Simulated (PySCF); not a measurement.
# One shape, several levels: H2O (water)

Aim: a comparison of 6 runs (HF/STO-3G, HF/3-21G, TPSS/6-31G, B3LYP/6-31G*, PBE0/def2-SVP, TPSSh/def2-SVP) of H2O (water). The job is set up through a Python script.

The results are computed with PySCF 2.14.0.

## 1. The molecule

H2O has 3 atoms, charge 0, and is taken as a singlet. As SMILES, `O`. Geometry: relaxed at PBE0-D4/def2-TZVP.

Bond lengths: O1–H2 0.960 Å, O1–H3 0.960 Å. Angles: H2–O1–H3 105.1°.

## 2. Energy and forces at HF/STO-3G (run 1)

job.py

```python
from pyscf import gto

molecule = gto.Mole()
molecule.atom = 'O -0.302700 0.200200 -0.140600; H 0.466500 0.548400 0.315300; H -0.163800 -0.748600 -0.174700'
molecule.max_memory = 1860
molecule.basis = 'sto-3g'
molecule.verbose = 4
molecule.build()

calc0 = molecule.RHF()
calc0.conv_tol = 1e-10
calc0.kernel()
if not calc0.converged:
    calc0 = calc0.newton().run(calc0.mo_coeff, calc0.mo_occ)

etot = calc0.e_tot
print(f'total energy: {etot:.8f} hartree')
grad = calc0.nuc_grad_method().kernel()
calc0.analyze()
```

Run with:

```sh
OMP_NUM_THREADS=1 python job.py
```

Output:

```text
PySCF version 2.14.0

[INPUT] num. atoms = 3
[INPUT] num. electrons = 10
[INPUT] charge = 0
[INPUT] spin (= nelec alpha-beta = 2S) = 0
[INPUT] symmetry False subgroup None
[INPUT] Mole.unit = angstrom
[INPUT] Symbol           X                Y                Z      unit          X                Y                Z       unit  Magmom
[INPUT]  1 O     -0.302700000000   0.200200000000  -0.140600000000 AA   -0.572020097906   0.378323170138  -0.265695493114 Bohr   0.0
[INPUT]  2 H      0.466500000000   0.548400000000   0.315300000000 AA    0.881557237110   1.036325806711   0.595830647075 Bohr   0.0
[INPUT]  3 H     -0.163800000000  -0.748600000000  -0.174700000000 AA   -0.309537139204  -1.414648976849  -0.330135153962 Bohr   0.0

nuclear repulsion = 9.17130075880099
number of shells = 5
number of NR pGTOs = 21
number of NR cGTOs = 7
basis = sto-3g
ecp = {}

******** <class 'pyscf.scf.hf.RHF'> ********
method = RHF
initial guess = minao
damping factor = 0
level_shift factor = 0
DIIS = <class 'pyscf.scf.diis.CDIIS'>
diis_start_cycle = 1
diis_space = 8
diis_damp = 0
SCF conv_tol = 1e-10
SCF conv_tol_grad = None
SCF max_cycles = 50
direct_scf = True
direct_scf_tol = 1e-13
Set gradient conv threshold to 1e-05
Initial guess from minao.
init E= -74.8316746144202
  HOMO = -0.392597709042322  LUMO = 0.423526933749091  gap/eV = 22.20788
cycle= 1 E= -74.9128399519442  delta_E= -0.0812  |g|= 0.37  |ddm|= 1.69
  HOMO = -0.26681389113201  LUMO = 0.641430991081739  gap/eV = 24.71460
cycle= 2 E= -74.9625407240123  delta_E= -0.0497  |g|= 0.0425  |ddm|= 0.559
  HOMO = -0.390215696893232  LUMO = 0.602146295025741  gap/eV = 27.00355
cycle= 3 E= -74.9630455101676  delta_E= -0.000505  |g|= 0.00834  |ddm|= 0.0434
  HOMO = -0.390674987458616  LUMO = 0.602440823393061  gap/eV = 27.02406
cycle= 4 E= -74.9630719344763  delta_E= -2.64e-05  |g|= 8.94e-05  |ddm|= 0.0152
  HOMO = -0.390672413527683  LUMO = 0.60234723254332  gap/eV = 27.02144
cycle= 5 E= -74.9630719386532  delta_E= -4.18e-09  |g|= 2.33e-05  |ddm|= 0.000182
  HOMO = -0.390677535771269  LUMO = 0.602363270329741  gap/eV = 27.02202
cycle= 6 E= -74.9630719390685  delta_E= -4.15e-10  |g|= 3.26e-06  |ddm|= 7.56e-05
  HOMO = -0.390679158090381  LUMO = 0.602365668805966  gap/eV = 27.02213
cycle= 7 E= -74.9630719390766  delta_E= -8.04e-12  |g|= 1.01e-09  |ddm|= 1.18e-05
  HOMO = -0.390679159171244  LUMO = 0.602365666342798  gap/eV = 27.02213
Extra cycle  E= -74.9630719390766  delta_E= 2.84e-14  |g|= 2.43e-10  |ddm|= 1.47e-09
converged SCF energy = -74.9630719390766
total energy: -74.96307194 hartree

******** <class 'pyscf.grad.rhf.Gradients'> for <class 'pyscf.scf.hf.RHF'> ********
unit = Eh/Bohr
--------------- RHF gradients ---------------
         x                y                z
0 O     0.0469220386    -0.0310909588     0.0217880128
1 H    -0.0319414840    -0.0019467059    -0.0174915606
2 H    -0.0149805546     0.0330376647    -0.0042964522
----------------------------------------------
**** SCF Summaries ****
Total Energy =                         -74.963071939076556
Nuclear Repulsion Energy =               9.171300758800992
One-electron Energy =                 -122.333767343277430
Two-electron Energy =                   38.199394645399870
Two-electron Coulomb Energy =           47.302319023258178
DFT Exchange-Correlation Energy =       -9.102924377858308
HOMO-LUMO gap [eV] =                    27.022126082226141
**** MO energy ****
MO #1   energy= -20.2412673061341  occ= 2
MO #2   energy= -1.26656416463704  occ= 2
MO #3   energy= -0.617550050396765 occ= 2
MO #4   energy= -0.451428346995945 occ= 2
MO #5   energy= -0.390679159171244 occ= 2
MO #6   energy= 0.602365666342798  occ= 0
MO #7   energy= 0.741172667383877  occ= 0
 ** Mulliken pop on meta-lowdin orthogonal AOs  **
 ** Mulliken pop  **
pop of  0 O 1s            1.99989
pop of  0 O 2s            1.67996
pop of  0 O 2px           1.53180
pop of  0 O 2py           1.20892
pop of  0 O 2pz           1.83899
pop of  1 H 1s            0.87022
pop of  2 H 1s            0.87022
 ** Mulliken atomic charges  **
charge of    0O =     -0.25956
charge of    1H =      0.12978
charge of    2H =      0.12978
Dipole moment(X, Y, Z, Debye):  1.33715, -0.88444,  0.62108
```

Wall time 1.7 s (1 thread of Intel Xeon at 2.50GHz (Skylake/Cascade Lake), shared host); peak memory 0.12 GiB.

## 3. Energy and forces at HF/3-21G (run 2)

calc.py

```python
from pyscf import gto

molecule = gto.Mole()
molecule.atom = 'O -0.302700 0.200200 -0.140600; H 0.466500 0.548400 0.315300; H -0.163800 -0.748600 -0.174700'
molecule.verbose = 4
molecule.max_memory = 1860
molecule.basis = '3-21g'
molecule.build()

myscf = molecule.RHF()
myscf.conv_tol = 1e-10
myscf.kernel()
if not myscf.converged:
    myscf = myscf.newton().run(myscf.mo_coeff, myscf.mo_occ)

e_tot = myscf.e_tot
print('E(%s) = %.9f' % ('HF', e_tot))
grad = myscf.nuc_grad_method().kernel()
myscf.analyze()
```

Run with:

```sh
OMP_NUM_THREADS=1 python calc.py
```

Output:

```text
PySCF version 2.14.0

[INPUT] num. atoms = 3
[INPUT] num. electrons = 10
[INPUT] charge = 0
[INPUT] spin (= nelec alpha-beta = 2S) = 0
[INPUT] symmetry False subgroup None
[INPUT] Mole.unit = angstrom
[INPUT] Symbol           X                Y                Z      unit          X                Y                Z       unit  Magmom
[INPUT]  1 O     -0.302700000000   0.200200000000  -0.140600000000 AA   -0.572020097906   0.378323170138  -0.265695493114 Bohr   0.0
[INPUT]  2 H      0.466500000000   0.548400000000   0.315300000000 AA    0.881557237110   1.036325806711   0.595830647075 Bohr   0.0
[INPUT]  3 H     -0.163800000000  -0.748600000000  -0.174700000000 AA   -0.309537139204  -1.414648976849  -0.330135153962 Bohr   0.0

nuclear repulsion = 9.17130075880099
number of shells = 9
number of NR pGTOs = 21
number of NR cGTOs = 13
basis = 3-21g
ecp = {}

[... 49 lines left out ...]
Total Energy =                         -75.585595585949577
[... 1 line left out ...]
One-electron Energy =                 -122.600856970155732
[... 1 line left out ...]
Two-electron Coulomb Energy =           46.812149800329330
[... 3 lines left out ...]
MO #1   energy= -20.4281399307172  occ= 2
[... 1 line left out ...]
MO #3   energy= -0.685296124820933 occ= 2
[... 1 line left out ...]
MO #5   energy= -0.479182389903573 occ= 2
[... 1 line left out ...]
MO #7   energy= 0.361584938405942  occ= 0
[... 1 line left out ...]
MO #9   energy= 1.30219320656344   occ= 0
[... 1 line left out ...]
MO #11  energy= 1.86633939365337   occ= 0
[... 1 line left out ...]
MO #13  energy= 3.11145864859296   occ= 0
[... 19 lines left out ...]
Dipole moment(X, Y, Z, Debye):  1.88774, -1.24858,  0.87682
```

Wall time 2 s (1 thread of Intel Xeon at 2.50GHz (Skylake/Cascade Lake), shared host); peak memory 0.12 GiB.

Runs 3 to 4 aren't shown in full; the table further down has their settings and results.

## 4. Energy and gradient at PBE0/def2-SVP (run 5)

input.py

```python
from pyscf import gto, dft

system = gto.Mole()
system.atom = 'O -0.302700 0.200200 -0.140600; H 0.466500 0.548400 0.315300; H -0.163800 -0.748600 -0.174700'
system.charge = 0
system.max_memory = 1860
system.basis = 'def2-svp'
system.verbose = 4
system.spin = 0
system.build()

mf = dft.RKS(system, xc='pbe0')
mf.grids.level = 5
mf.conv_tol = 1e-10
mf.kernel()
if not mf.converged:
    mf = mf.newton().run(mf.mo_coeff, mf.mo_occ)

etot = mf.e_tot
print('Final energy', etot)
grad = mf.nuc_grad_method().kernel()
mf.analyze()
```

Run with:

```sh
OMP_NUM_THREADS=1 python input.py
```

Output:

```text
PySCF version 2.14.0

[INPUT] num. atoms = 3
[INPUT] num. electrons = 10
[INPUT] charge = 0
[INPUT] spin (= nelec alpha-beta = 2S) = 0
[INPUT] symmetry False subgroup None
[INPUT] Mole.unit = angstrom
[INPUT] Symbol           X                Y                Z      unit          X                Y                Z       unit  Magmom
[INPUT]  1 O     -0.302700000000   0.200200000000  -0.140600000000 AA   -0.572020097906   0.378323170138  -0.265695493114 Bohr   0.0
[INPUT]  2 H      0.466500000000   0.548400000000   0.315300000000 AA    0.881557237110   1.036325806711   0.595830647075 Bohr   0.0
[INPUT]  3 H     -0.163800000000  -0.748600000000  -0.174700000000 AA   -0.309537139204  -1.414648976849  -0.330135153962 Bohr   0.0

nuclear repulsion = 9.17130075880099
number of shells = 12
number of NR pGTOs = 38
number of NR cGTOs = 24
basis = def2-svp
ecp = {}

[... 47 lines left out ...]
Final energy -76.2762463707481
[... 13 lines left out ...]
One-electron Energy =                 -123.054495881003731
[... 2 lines left out ...]
DFT Exchange-Correlation Energy =       -9.273361716440993
[... 4 lines left out ...]
MO #3   energy= -0.530938434105479 occ= 2
[... 2 lines left out ...]
MO #6   energy= 0.0649449725982616 occ= 0
[... 2 lines left out ...]
MO #9   energy= 0.639822461159672  occ= 0
[... 2 lines left out ...]
MO #12  energy= 1.0300229656855    occ= 0
[... 2 lines left out ...]
MO #15  energy= 1.43191962882789   occ= 0
MO #16  energy= 1.56470292311756   occ= 0
MO #17  energy= 1.79552443427074   occ= 0
MO #18  energy= 2.24078311884774   occ= 0
MO #19  energy= 2.28006541274645   occ= 0
MO #20  energy= 2.97122859944723   occ= 0
MO #21  energy= 3.02610378487453   occ= 0
MO #22  energy= 3.20297249830752   occ= 0
MO #23  energy= 3.52764226619831   occ= 0
MO #24  energy= 3.84029915792251   occ= 0
 ** Mulliken pop on meta-lowdin orthogonal AOs  **
 ** Mulliken pop  **
pop of  0 O 1s            1.99994
pop of  0 O 2s            1.63156
pop of  0 O 3s            0.00594
pop of  0 O 2px           1.67624
pop of  0 O 2py           1.40853
pop of  0 O 2pz           1.87816
pop of  0 O 3px           0.00283
pop of  0 O 3py           0.00677
pop of  0 O 3pz           0.00294
pop of  0 O 3dxy          0.00144
pop of  0 O 3dyz          0.00053
pop of  0 O 3dz^2         0.00159
pop of  0 O 3dxz          0.00245
pop of  0 O 3dx2-y2       0.00289
pop of  1 H 1s            0.67187
pop of  1 H 2s            0.01229
pop of  1 H 2px           0.00174
pop of  1 H 2py           0.00110
pop of  1 H 2pz           0.00210
pop of  2 H 1s            0.67186
pop of  2 H 2s            0.01229
pop of  2 H 2px           0.00134
pop of  2 H 2py           0.00164
pop of  2 H 2pz           0.00196
 ** Mulliken atomic charges  **
charge of    0O =     -0.62180
charge of    1H =      0.31090
charge of    2H =      0.31091
Dipole moment(X, Y, Z, Debye):  1.55815, -1.03056,  0.72373
```

Wall time 5.4 s (1 thread of Intel Xeon at 2.50GHz (Skylake/Cascade Lake), shared host); peak memory 0.31 GiB.

## 5. Energy and gradient at TPSSh/def2-SVP (run 6)

calc.py

```python
import pyscf.grad
from pyscf import gto, dft

mol = gto.M(
    atom='''
O   -0.302700   0.200200  -0.140600
H    0.466500   0.548400   0.315300
H   -0.163800  -0.748600  -0.174700
''',
    charge=0,
    verbose=4,
    basis='def2-svp',
    max_memory=1860,
    spin=0,
)

mf = dft.RKS(mol, xc='tpssh')
mf.conv_tol = 1e-10
mf.grids.level = 5
mf.kernel()
if not mf.converged:
    mf = mf.newton().run(mf.mo_coeff, mf.mo_occ)

e_final = mf.e_tot
print(f'total energy: {e_final:.8f} hartree')
grad = mf.Gradients().kernel()
dip = mf.dip_moment()
pop, q = mf.mulliken_pop()
```

Run with:

```sh
OMP_NUM_THREADS=1 python calc.py
```

Output:

```text
PySCF version 2.14.0

[INPUT] num. atoms = 3
[INPUT] num. electrons = 10
[INPUT] charge = 0
[INPUT] spin (= nelec alpha-beta = 2S) = 0
[INPUT] symmetry False subgroup None
[INPUT] Mole.unit = angstrom
[INPUT] Symbol           X                Y                Z      unit          X                Y                Z       unit  Magmom
[INPUT]  1 O     -0.302700000000   0.200200000000  -0.140600000000 AA   -0.572020097906   0.378323170138  -0.265695493114 Bohr   0.0
[INPUT]  2 H      0.466500000000   0.548400000000   0.315300000000 AA    0.881557237110   1.036325806711   0.595830647075 Bohr   0.0
[INPUT]  3 H     -0.163800000000  -0.748600000000  -0.174700000000 AA   -0.309537139204  -1.414648976849  -0.330135153962 Bohr   0.0

nuclear repulsion = 9.17130075880099
number of shells = 12
number of NR pGTOs = 38
number of NR cGTOs = 24
basis = def2-svp
ecp = {}

[... 46 lines left out ...]
converged SCF energy = -76.353132532397
total energy: -76.35313253 hartree
[... 1 line left out ...]
******** <class 'pyscf.grad.rks.Gradients'> for <class 'pyscf.dft.rks.RKS'> ********
unit = Eh/Bohr
grid_response = False
--------------- RKS gradients ---------------
         x                y                z
0 O     0.0116734960    -0.0077599874     0.0054176684
1 H    -0.0078472433    -0.0002861186    -0.0042754969
2 H    -0.0038257088     0.0080461830    -0.0011422949
----------------------------------------------
Dipole moment(X, Y, Z, Debye):  1.52466, -1.00842,  0.70818
 ** Mulliken pop  **
pop of  0 O 1s            1.98946
pop of  0 O 2s            1.07091
pop of  0 O 3s            0.62528
pop of  0 O 2px           0.95691
pop of  0 O 2py           0.83436
pop of  0 O 2pz           1.07622
pop of  0 O 3px           0.58886
pop of  0 O 3py           0.41223
pop of  0 O 3pz           0.73877
pop of  0 O 3dxy          0.00182
pop of  0 O 3dyz          0.00042
pop of  0 O 3dz^2         0.00145
pop of  0 O 3dxz          0.00268
pop of  0 O 3dx2-y2       0.00450
pop of  1 H 1s            0.70102
pop of  1 H 2s            0.07645
pop of  1 H 2px           0.02785
pop of  1 H 2py           0.01956
pop of  1 H 2pz           0.02319
pop of  2 H 1s            0.70104
pop of  2 H 2s            0.07644
pop of  2 H 2px           0.01731
pop of  2 H 2py           0.03390
pop of  2 H 2pz           0.01939
 ** Mulliken atomic charges  **
charge of    0O =     -0.30385
charge of    1H =      0.15193
charge of    2H =      0.15192
```

Run time: 6.9 s. Hardware: 1 thread of Intel Xeon at 2.50GHz (Skylake/Cascade Lake), shared host; peak memory 0.31 GiB.

## 6. Overview of the runs

| run | level | integration grid | Cartesian functions | energy (Eh) | dipole moment (D) | HOMO energy (eV) | LUMO energy (eV) | wall time |
| --- | --- | --- | --- | --- | --- | --- | --- | --- |
| 1 | HF/STO-3G | – | no | -74.963072 | 1.72 | -10.63 | 16.39 | 1.7 s |
| 2 | HF/3-21G | – | no | -75.585596 | 2.43 | -13.04 | 7.16 | 2 s |
| 3 | TPSS/6-31G | 5 | no | -76.388396 | 2.40 | -6.41 | 1.22 | 5.4 s |
| 4 | B3LYP/6-31G* (Cartesian functions) | 5 | yes | -76.408771 | 2.07 | -7.93 | 1.78 | 4.8 s |
| 5 | PBE0/def2-SVP | 5 | no | -76.276246 | 2.00 | -8.30 | 1.77 | 5.4 s |
| 6 | TPSSh/def2-SVP | 5 | no | -76.353133 | 1.96 | -7.22 | 1.39 | 6.9 s |

## 7. What came out

| quantity | value |
| --- | --- |
| run 6: total energy | -76.35313 Eh |
| run 6: dipole moment | 1.96 D |
| run 6: HOMO energy | -7.22 eV |
| run 6: LUMO energy | 1.39 eV |
| run 6: HOMO–LUMO gap | 8.61 eV |
| run 6: largest force on an atom | 0.773 eV/Å |

**Reading.** The dipole moment (its size) runs from 1.72 D (HF/STO-3G) to 2.43 D (HF/3-21G). The HOMO–LUMO gap runs from 7.63 eV (TPSS/6-31G) to 27.02 eV (HF/STO-3G). The two ends differ in method and basis. Totals of different functionals can't be ranked against each other. In run 1 the basis is minimal, so the values are rough. All runs together took 26 s, the longest 6.9 s.
